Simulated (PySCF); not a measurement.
Excitation energies in several basis sets

Cyclopentene, C5H8.
InChI=1S/C5H8/c1-2-4-5-3-1/h1-2H,3-5H2

TDDFT with PBE0 (PySCF), vertical singlets, core orbitals frozen in the response, spherical d and f functions. The structure is a single PBE0-D3(BJ)/def2-SVP conformer in the gas phase; no vibrational or solvent corrections.

```csv
basis,functions,diffuse,S1 (eV),S2 (eV),S3 (eV),S4 (eV),S5 (eV),LUMO (eV),α (au)
6-31G*,86,no,7.26,8.23,8.68,8.96,8.98,1.08,48.7
6-31+G*,106,yes,6.24,6.82,6.84,6.88,6.95,0.61,55.2
def2-SVP,110,no,7.12,7.46,8.34,8.49,8.60,0.77,50.8
def2-SVPD,164,yes,6.51,6.88,7.37,7.38,7.74,0.56,57.5
aug-cc-pVDZ,187,yes,5.75,6.39,6.40,6.41,6.74,-0.01,59.2
def2-TZVP,203,no,6.86,6.88,7.86,7.94,7.97,0.60,56.8
def2-TZVPD,257,yes,6.10,6.78,6.87,6.91,7.13,0.44,58.9
```

Question: Compare the sets with the largest diffuse one.

Answer: States are compared by their number. Against the largest diffuse basis here (def2-TZVPD, itself not a converged limit), sets without diffuse functions differ by up to 1.16 eV in S1 and 1.85 eV in S5; the smaller diffuse sets differ by up to 0.41 and 0.61 eV. State by state, the largest deviation of a set without diffuse functions is S1 1.16, S2 1.44, S3 1.81, S4 2.05, S5 1.85 eV. The same number needn't mean the same state in each row. Against def2-TZVPD the polarisability deviates by -17% in 6-31G*, -6% in 6-31+G*, -14% in def2-SVP, -2% in def2-SVPD, +1% in aug-cc-pVDZ, -4% in def2-TZVP. A single + in a Pople set puts diffuse functions on heavy atoms only.
